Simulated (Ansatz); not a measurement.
Reaction (SMILES): C (CH4) → C atom + 4 H atom
B3LYP-D3(BJ)/def2-TZVP geometries, fixed; electronic energies without zero-point terms.
Largest species:
```
C
H 1 1.0892
H 1 1.0892 2 109.47
H 1 1.0892 2 109.47 3 120.00
H 1 1.0892 2 109.47 3 -120.00
```

Effect of the final integration grid (spheres per factor e of radius in core and valence, angular degree) at PBE0/cc-pVTZ with Ansatz (an electronic-structure program), against the last row, where the atomisation energy is 417.82 kcal/mol. Open shells are unrestricted. The default's grid is 13, 11, 36.

| setting | largest shift of a total energy (mEh) | shift of the atomisation energy (kcal/mol) |
|---|---|---|
| accuracy: medium (default) | 0.000 | 0.000 |
| final_grid: 4, 3, 11 | -1.363 | 0.812 |
| final_grid: 6, 5, 17 | -0.123 | 0.074 |
| final_grid: 8, 7, 23 | -0.029 | 0.018 |
| final_grid: 10, 9, 29 | -0.003 | 0.002 |
| final_grid: 18, 15, 47 | 0.000 | 0.000 |
| final_grid: 26, 22, 59 | 0.000 | 0.000 |

Within 0.05 kcal/mol in the atomisation energy: accuracy: medium (default); final_grid: 8, 7, 23; final_grid: 10, 9, 29; final_grid: 18, 15, 47. The largest shift is 1.363 mEh in a total energy and 0.812 kcal/mol in the difference.
